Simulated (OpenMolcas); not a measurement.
# MCPF/ANO-RCC-VDZP (BSS, electric field 0.005 a.u., field axis y) run of CH5AlN− (SMILES C=[N][AlH3-])

What is the energy difference between two shapes of CH5AlN− at MCPF/ANO-RCC-VDZP (BSS, electric field 0.005 a.u., field axis y)? 

The calculation is run with OpenMolcas 26.06.

3 further runs of the same task are left out: 1 that didn't finish, 2 set aside as unsound or not needed.

## (1) The molecule

CH5AlN−: 8 atoms, total charge -1, spin state singlet. As SMILES, `C=[N][AlH3-]`. Geometry: a GFN2-xTB relaxation, a rough one for these elements and not checked as a minimum.

Bond lengths: C1–N2 1.233 Å, N2–Al3 1.838 Å, C1–H4 1.113 Å, C1–H5 1.113 Å, Al3–H6 1.618 Å, Al3–H7 1.618 Å, Al3–H8 1.618 Å. Angles: C1–N2–Al3 176.8°, N2–C1–H4 124.2°, N2–C1–H5 123.8°, N2–Al3–H6 107.6°, N2–Al3–H7 110.5°, N2–Al3–H8 107.7°, H4–C1–H5 112.0°, H6–Al3–H7 110.1°, H6–Al3–H8 110.8°, H7–Al3–H8 110.1°.

## (2) The energy at MCPF/ANO-RCC-VDZP (BSS, electric field 0.005 a.u., field axis y)

The input, mol.input:

```
* CH5AlN MCPF

&GATEWAY
  COORD
  8
  angstrom
  C       -0.801790       0.941220      -1.205740
  N       -0.209220       0.303130      -0.333330
  Al       0.624430      -0.733290       0.935160
  H       -1.404700       0.478220      -2.018860
  H       -0.795360       2.052650      -1.271550
  H        0.009940      -0.330160       2.376980
  H        0.368550      -2.304300       0.642130
  H        2.208160      -0.407470       0.875200
  BASIS = ANO-RCC-VDZP
  GROUP = NoSym
  RBSS

&SEWARD
  EXPERT

&FFPT
  DIPOLE
  Y -0.005

&SCF
  CHARGE = -1
  PRORBITALS = 1 1

&MOTRA
  FROZEN = 7

&GUGA
  ELECTRONS = 18
  SPIN = 1
  INACTIVE = 9
  ACTIVE = 0
  CIALL = 1

&CPF
  MCPF
```

Run with:

```console
$ export MOLCAS_MEM=1860
$ pymolcas mol.input > mol.log
```

The program printed:

```text
--- Start Module: gateway ---
[...]
--- Stop Module: gateway /rc=_RC_ALL_IS_WELL_ ---
[...]
 ###    WARNING:  EXPERT option is ON!                                       ###
 ###############################################################################
               SEWARD will generate:
[...]
      Basis functions           71
[...]
       Convergence after  16 Iterations
[...]
::    Total SCF energy                               -337.6589223726
[...]
      Total spin, S                                     0.0000000000
[...]
      *** WARNING: Default frozen orbitals is overwritten by user input.
      *** Default values:   4
[...]
--- Start Module: guga ---
[...]
--- Stop Module: guga /rc=_RC_ALL_IS_WELL_ ---
--- Start Module: cpf ---
[...]
      Active orbitals                            0       0
[...]
      Spin quantum number                      0.0
[...]
     FINAL MCPF ENERGY         -338.10275457
     FINAL CORRELATION ENERGY   -0.44383219  REFERENCE ENERGY    -337.65892237
[...]
      Total electronic charge=   32.000000
      Total            charge=   -1.000000
[...]
      Dipole Moment (debye):
      Origin of the operator (angstrom)=    0.0808   -0.0821    0.1155
                   X= -2.1547E+00               Y=  3.2827E+00               Z= -3.2568E+00           Total=  5.1015E+00
      Quadrupole Moment (debye*angstrom):
[...]
--- Stop Module: cpf /rc=_RC_ALL_IS_WELL_ ---
[...]
```

Wall time 13 s (1 thread of Arm Neoverse V2, shared host); peak memory 0.44 GiB.

## (3) The distorted shape

The input, mol.input:

```
>>> EXPORT MOLCAS_PRINT=2

&GATEWAY
  Coord
  8
  angstrom
  C       -0.829923       1.121531      -0.985135
  N       -0.193468       0.367994      -0.309376
  Al       0.558331      -0.719176       0.818736
  H       -1.403688       0.438550      -1.969165
  H       -0.704463       2.129871      -1.461798
  H       -0.191971      -0.538549       2.496711
  H        0.588562      -2.213008       0.546828
  H        2.222750      -0.464307       0.834091
  Basis = ANO-RCC-VDZP
  Group = NoSym
  RBSS

&SEWARD
  Expert

&FFPT
  Dipole
  Y -0.005

&SCF
  Charge = -1
  PrOrbitals = 1 1

&MOTRA
  Frozen = 7

&GUGA
  Electrons = 18
  Spin = 1
  Inactive = 9
  Active = 0
  CIAll = 1

&CPF
  MCPF
```

Run with:

```console
$ export MOLCAS_MEM=1860
$ pymolcas mol.input > mol.log
```

The program printed:

```text
--- Start Module: gateway ---
[...]
--- Stop Module: gateway /rc=_RC_ALL_IS_WELL_ ---
[...]
 ###    WARNING:  EXPERT option is ON!                                       ###
 ###############################################################################
               SEWARD will generate:
[...]
      Basis functions           71
[...]
       Convergence after  17 Iterations
[...]
::    Total SCF energy                               -337.5967181407
[...]
      Total spin, S                                     0.0000000000
[...]
      *** WARNING: Default frozen orbitals is overwritten by user input.
      *** Default values:   4
[...]
--- Start Module: guga ---
[...]
--- Stop Module: guga /rc=_RC_ALL_IS_WELL_ ---
--- Start Module: cpf ---
[...]
      Active orbitals                            0       0
[...]
      Spin quantum number                      0.0
[...]
     FINAL MCPF ENERGY         -338.04617613
     FINAL CORRELATION ENERGY   -0.44945799  REFERENCE ENERGY    -337.59671814
[...]
      Total electronic charge=   32.000000
      Total            charge=   -1.000000
[...]
      Dipole Moment (debye):
      Origin of the operator (angstrom)=    0.0502   -0.0249    0.1101
                   X= -2.0390E+00               Y=  3.9952E+00               Z= -3.5116E+00           Total=  5.6966E+00
      Quadrupole Moment (debye*angstrom):
[...]
--- Stop Module: cpf /rc=_RC_ALL_IS_WELL_ ---
[...]
```

Wall time 14 s (1 thread of Arm Neoverse V2, shared host); peak memory 0.44 GiB.

## (4) Results

At MCPF/ANO-RCC-VDZP (BSS, electric field 0.005 a.u., field axis y), 7 core orbitals frozen:

| quantity | value |
| --- | --- |
| first shape: total energy | -338.10275 Eh |
| first shape: HOMO–LUMO gap (to an unbound level, set by the basis) | 10.32 eV |
| first shape: correlation energy (7 core orbitals frozen) | -443.8 mEh |
| distorted shape: total energy | -338.04618 Eh |
| distorted shape: HOMO–LUMO gap (to an unbound level, set by the basis) | 10.31 eV |
| distorted shape: correlation energy (7 core orbitals frozen) | -449.5 mEh |
| energy change with the atoms displaced | 1.540 eV |

**Reading.** With the atoms displaced the energy rises by 1.54 eV (149 kJ/mol). The first shape isn't relaxed at this level, so the change isn't measured from a minimum.
